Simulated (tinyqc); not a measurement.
Stretching all distances: RHF, UHF, MP2, CISD and CCSD against full CI in the sto-3g basis, for H2O, spin multiplicity 1. Computed by the program tinyqc with PySCF. 

Geometry (angstrom):
```
atom       x        y       z
O     0.0000   0.0000  0.0000
H     0.0000   0.7720  0.4720
H     0.0000  -0.7720  0.4720
```

All coordinates are multiplied by the scale. c0^2 is the weight of the RHF determinant in the lowest singlet FCI state (UHF is spin-contaminated and may lie near states of higher spin) and n(LUMO) the first natural occupation beyond the occupied space.

Full CI energy (hartree) and errors against it (kcal/mol):
```
scale   distance 1-2 (angstrom)      E(FCI)       RHF      UHF      MP2     CISD     CCSD  <S^2> UHF    c0^2  n(LUMO)
1.0000                   0.9049  -74.980785   26.0739  26.0739   7.2320   0.3060   0.0767     0.0000  0.9796   0.0214
1.2200                   1.1039  -74.997102   43.9564  43.9564  14.0664   1.1354   0.1854     0.0000  0.9506   0.0537
1.4300                   1.2939  -74.937834   69.8050  66.9638  24.4762   3.5886   0.4173     0.3804  0.8941   0.1192
1.6500                   1.4930  -74.867001  106.3259  56.7488  39.0055   9.5656   0.6462     1.2492  0.7972   0.2359
1.8700                   1.6921  -74.810055  151.2814  34.4716  55.6356  20.1429  -0.4074     1.6435  0.6657   0.3980
2.0800                   1.8821  -74.774571  199.0820  17.9147  72.4514  33.7986  -4.8099     1.8274  0.5196   0.5699
```

UHF parts from RHF first at scale 1.43 of those listed, where <S^2> leaves zero. The weight c0^2 goes from 0.98 to 0.52 and n(LUMO) from 0.02 to 0.57: static correlation grows as the bonds break into open-shell fragments. The spread of the error along the curve, which distorts its shape, is CCSD 5.5, CISD 33.5, UHF 49.0, MP2 65.2, RHF 173.0 kcal/mol. Below FCI somewhere: CCSD, as non-variational methods may be.
